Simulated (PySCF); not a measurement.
**H2N2O, a complex of two parts: interaction energy**

Programs: PySCF 2.14.0. All values are calculated, for the isolated system unless a continuum is named. Atoms count from 0, parts from 1.

## 1. The system as given

5 atoms, charge 0, multiplicity 1; geometry: GFN2-xTB. Parts: 1 = atoms 0–2, `O`, charge 0; 2 = atoms 3–4, `N#N`, charge 0.

## 2. Relaxing the molecule at PBE0-D3(BJ)/def2-SVPD

Job settings and geometry (Å):

```
{"job": {"xc": "PBE0", "basis": "def2-SVPD", "d3": "d3bj", "grid": 2, "kind": "geom", "shake": 0.01}, "charge": 0, "multiplicity": 1, "parts": [{"atoms": "0-2", "charge": 0, "multiplicity": 1}, {"atoms": "3-4", "charge": 0, "multiplicity": 1}]}
O      0.061439     0.323414     0.016057
H     -0.771430    -0.173696    -0.005297
H      0.755014    -0.273533    -0.020269
N      3.914984    -1.072247     0.400973
N      2.794009    -1.057536     0.228705
```

The run is started by

```sh
$ OMP_NUM_THREADS=1 python cluster_run.py task.json out
```

One launch serves the whole session: the jobs run in the order shown.

Q: Estimate the wall time and peak memory of this first job on 1 thread of Intel Xeon 6975P-C, shared host.

About 12 s, with a peak of 0.35 GiB.
